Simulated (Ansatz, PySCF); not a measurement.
Species: methyl formate, C$_{2}$H$_{4}$O$_{2}$, charge 0, multiplicity 1. 
Coordinates optimised at B3LYP-D3(BJ)/def2-TZVP (Ansatz, a first-principles code):
```xyz
8

C     -0.9314    -0.0909     0.0015
O     -0.7248    -1.2718    -0.0191
O      0.0010     0.8677     0.0146
H     -1.9259     0.3745     0.0125
C      1.3667     0.4114     0.0025
H      1.9749     1.3108     0.0157
H      1.5676    -0.2028     0.8792
H      1.5619    -0.1729    -0.8956
```
Charge 0, spin multiplicity 1.


Wanted: enthalpy of formation at 298 K (from the atomisation energy, B3LYP-D3(BJ)/def2-TZVP harmonic zero-point and thermal terms from PySCF, and the atoms' enthalpies of formation in the G2/97 table; no spin-orbit terms, and no core term in the frozen-core levels), in kJ/mol. Correlated levels leave the core frozen unless marked. UHF or UKS for open shells. Spin-orbit coupling is left out. No relativistic terms. The coupled-cluster limit lacks core correlation, which all-electron functionals hold. CBS marks a two-point X^-3 extrapolation of the correlation energy; Hartree-Fock from the larger set. The bracket is a focal-point correction in the basis named.

| level | program | enthalpy of formation at 298 K (kJ/mol) |
|---|---|---|
| PBE/def2-TZVPD | Ansatz | -461.0 |
| BHLYP-D3(BJ)/def2-TZVPD | Ansatz + dftd3 | -208.9 |
| HSE06/def2-TZVPD | Ansatz | -360.8 |
| RPA@PBE/cc-pVTZ | Ansatz | -120.7 |
| MP2/cc-pVDZ | Ansatz | -172.7 |
| SCS-MP2/cc-pVDZ | Ansatz | -134.9 |

**Question.** Estimate the value at RI-MP2/CBS(aug-cc-pVTZ,aug-cc-pVQZ)+[CCSD(T)-MP2]/aug-cc-pVTZ as computed with Ansatz.

**Answer.** -357.9 kJ/mol, so SCS-MP2/cc-pVDZ differs from it by 223.0 kJ/mol.
